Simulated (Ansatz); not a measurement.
Input for Ansatz (development build ahead of 0.2.0):

```yaml
crystal:
  periodic: [false, false, false]
  atoms:
    - { symbol: O, position_ang: [-1.77159, -0.14669, 0.0] }
    - { symbol: H, position_ang: [-1.08122, 0.4685, 0.0] }
    - { symbol: H, position_ang: [-1.04521, -0.83903, 0.0] }
basis:
  gaussian: { orbitals: cc-pVTZ }
hamiltonian:
  xc: hf
correlation:
  method: mp2
  frozen_orbitals: { H: 0, O: 1 }
```

The input is written out in the form of the current development build from the run's settings.

Results

```
Converged                                                          : yes
Reference energy                                                   : -76.04234 hartree
Correlation energy                                                 : -0.26455 hartree
Total energy                                                       : -76.30689 hartree
Spin squared of the determinant                                    : 0.000
Stability test                                                     : minimum among restricted orbitals
Occupied orbitals by symmetry in an Abelian subgroup (alpha; beta) : 4 A' 1 A''; 4 A' 1 A''
```
